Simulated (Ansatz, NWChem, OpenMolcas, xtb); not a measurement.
Group exchange: H3NO + C2H4Si → SiH3(OH) + C2H3N

Species: H3NO `NO`, singlet; C2H4Si (ethynylsilane) `C#C[SiH3]`, singlet; SiH3(OH) (silanol), singlet; C2H3N `C#CN`, singlet. The partners trade NH2 for SiH3: O–NH2 and C–SiH3 bonds give way to O–SiH3 and C–NH2.

Shapes, held fixed at every level: PBE0-D4/def2-TZVP. Flexible molecules stand in one conformer, not always the lowest. Programs: Ansatz 0.2.0, NWChem 7.3.0, OpenMolcas 26.06, xtb 6.7.1. A level may come from different programs for different species; with the same settings they agree closely. The zero-point and thermal change to 298 K, harmonic and unscaled (PBE0-D4/def2-TZVP), is -3.3 kJ/mol.

Question: Estimate ΔH(298 K) of this reaction.

Answer: The highest level, CCSD(T)/CBS estimate, gives ΔH(298 K) = -226.6 kJ/mol; the levels span -305.7 to -204.5. GFN2-xTB strays far from the other rows. The column of differences is taken from that level and isn't an error. No measured value is set beside it here. The CBS estimate extrapolates MP2 from def2-TZVPP and def2-QZVPP and adds CCSD(T) − MP2 in the triple-zeta set, cores frozen.

```json
{"level": "GFN2-xTB", "kind": "semi-empirical", "ΔH(298 K) (kJ/mol)": "-305.7", "less CCSD(T)/CBS estimate": "-79.1"}
{"level": "PBE-D4/def2-TZVPP", "kind": "GGA", "ΔH(298 K) (kJ/mol)": "-220.5", "less CCSD(T)/CBS estimate": "+6.1"}
{"level": "B3LYP/6-31G* (Cartesian functions)", "kind": "global hybrid", "ΔH(298 K) (kJ/mol)": "-204.5", "less CCSD(T)/CBS estimate": "+22.1"}
{"level": "BHLYP-D4/def2-TZVPP", "kind": "global hybrid", "ΔH(298 K) (kJ/mol)": "-239.1", "less CCSD(T)/CBS estimate": "-12.5"}
{"level": "PBE0-D4/def2-TZVPP", "kind": "global hybrid", "ΔH(298 K) (kJ/mol)": "-229.9", "less CCSD(T)/CBS estimate": "-3.3"}
{"level": "B2PLYP/def2-TZVPP", "kind": "double hybrid", "ΔH(298 K) (kJ/mol)": "-231.7", "less CCSD(T)/CBS estimate": "-5.1"}
{"level": "MP2/def2-TZVPP", "kind": "perturbation theory", "ΔH(298 K) (kJ/mol)": "-237.0", "less CCSD(T)/CBS estimate": "-10.4"}
{"level": "CCSD(T)/def2-SVP", "kind": "coupled cluster or CI", "ΔH(298 K) (kJ/mol)": "-212.0", "less CCSD(T)/CBS estimate": "+14.6"}
{"level": "CCSD(T)/CBS estimate", "kind": "coupled cluster or CI", "ΔH(298 K) (kJ/mol)": "-226.6", "less CCSD(T)/CBS estimate": "0.0"}
```
